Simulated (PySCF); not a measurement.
Stepwise substitution at one centre (Al F-NH2). All species are isolated molecules in the gas phase. Strings in code marks are SMILES.

All values below come from B3LYP-D3(BJ)/def2-TZVP run with PySCF. B3LYP has the VWN-RPA correlation part, as in Gaussian. 

```json
[
 {"species": "0 of 3 F replaced by NH2 (`[F][Al]([F])[F]`)", "HOMO–LUMO gap (eV)": "9.49", "HOMO (eV)": "?", "dipole moment (D)": "0.00", "S1 oscillator strength": "?"},
 {"species": "1 of 3 F replaced by NH2 (`[NH2][Al]([F])[F]`)", "HOMO–LUMO gap (eV)": "6.74", "HOMO (eV)": "-7.78", "dipole moment (D)": "2.58", "S1 oscillator strength": "0.062"},
 {"species": "2 of 3 F replaced by NH2 (`[NH2][Al]([NH2])[F]`)", "HOMO–LUMO gap (eV)": "6.51", "HOMO (eV)": "-6.93", "dipole moment (D)": "2.39", "S1 oscillator strength": "0.000"},
 {"species": "3 of 3 F replaced by NH2 (`[NH2][Al]([NH2])[NH2]`)", "HOMO–LUMO gap (eV)": "6.43", "HOMO (eV)": "?", "dipole moment (D)": "0.00", "S1 oscillator strength": "?"}
]
```

**Question.** Some entries are withheld; supply them.

**Answer.** 
- 0 of 3 F replaced by NH2 (`[F][Al]([F])[F]`), HOMO (eV): -11.41
- 0 of 3 F replaced by NH2 (`[F][Al]([F])[F]`), S1 oscillator strength: 0.000
- 3 of 3 F replaced by NH2 (`[NH2][Al]([NH2])[NH2]`), HOMO (eV): -6.45
- 3 of 3 F replaced by NH2 (`[NH2][Al]([NH2])[NH2]`), S1 oscillator strength: 0.003
